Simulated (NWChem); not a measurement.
**Ionisation of hydrogen sulfide (H2S)**

```xyz
3

S      0.0000     0.0000     0.1056
H     -0.9740     0.0000    -0.8447
H      0.9740     0.0000    -0.8447
```
Charge 0, spin multiplicity 1.

Program: NWChem. The geometry was optimised at PBE/def2-SVP, a minimum by its harmonic frequencies.

Basis set: def2-TZVPD. The species with one electron less has spin multiplicity 2 and keeps the geometry of the parent. Δ marks differences of total energies (open shells unrestricted). −ε marks an orbital energy of the parent. That orbital need not have the symmetry of the hole or added electron in the Δ rows.

B3LYP has NWChem's definition, with VWN1-RPA local correlation. The stability of the SCF solutions was not checked.

**Question.** One of these methods gave a first vertical ionisation energy of 10.27 eV. Which?
(A) ΔB3LYP
(B) ΔBLYP
(C) −ε(HOMO) of r2SCAN
(D) G0W0@PBE

**Answer.** B, ΔBLYP. The others give 10.42 (ΔB3LYP), 9.67 (G0W0@PBE), 6.54 (−ε(HOMO) of r2SCAN).
